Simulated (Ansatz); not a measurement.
Elastic constant C11 of some elemental solids other than molecular ones

Method: r²SCAN in Ansatz (PAW). References are measured values corrected to a static lattice or taken at low temperature (these still hold zero-point motion). The table is a random draw of 14 from 19 solids with such references.

Values in GPa.

```tsv
solid	reference	r²SCAN	error (%)
fcc Pt	358	329	-8.1
diamond-structure Si	168	168	0.0
hcp Y	83.4	76.9	-7.8
fcc Al	114	132	+15.8
hcp Zn	177	222	+25
diamond	1081	1112	+2.9
hcp Zr	155	153	-1.3
hcp Ti	176	188	+6.8
fcc Pd	234	213	-9.0
hcp Be	299	338	+13.0
bcc W	533	552	+3.6
hcp Mg	63.5	72.2	+13.7
fcc Cu	176	202	+14.8
diamond-structure Ge	131	127	-3.1
```

Over these 14 solids the mean error is +4.8 %, the mean absolute error 8.9 % (median 7.9 %), and the worst case hcp Zn at +25 %; the value is too high in 8 of 14 cases. Over all 19 the mean error is +2.8 % and the mean absolute error 8.0 % (median 6.5 %).

All these references are low-temperature values that still hold zero-point motion.

Spin–orbit coupling is left out, also for the solids with elements from indium on (fcc Pt, bcc W); its size isn't shown.

Differences are worked out from the printed values.

Each level is taken at its own relaxed cell. Caveats: shear constants of such metals converge slowly with the k mesh (bcc W). Ansatz's density-functional and Hartree–Fock values are scalar-relativistic unless marked +SOC, with PAW data made under PBE.

Ansatz's runs of these crystals have no spin polarisation. A magnetic state wasn't tried for fcc Pt, hcp Y, hcp Ti, fcc Pd with meta-GGA or hybrid levels, which favour moments.

Not in this set, of the elemental solids other than molecular ones with a reference value in our tables and a result at some level: 17 for a reference at room or unstated temperature (hcp Cd, hcp Co, bcc Cs, body-centred tetragonal In, fcc Ir and 12 more); 3 for a run that failed a test (r²SCAN) (antiferromagnetic bcc Cr, bcc Fe, fcc Ni); 3 for a doubt noted on the run at r²SCAN (bcc Nb, grey tin (α-Sn), bcc V). These can be a level's worst cases. Values held back for tests aren't counted. Layered and molecular crystals are counted apart. The metals Ce to Yb are counted apart.

References as tabulated in Tanner et al. (2021), arXiv:2110.11888; Li et al. (2021), arXiv:2102.01972; Malica and Corso (2021), arXiv:2109.00459; Elastic Constants of Yttrium Single Crystals in the Temperature Range 4.2-400 K and others.

Ansatz is a quantum-chemistry and plane-wave program.
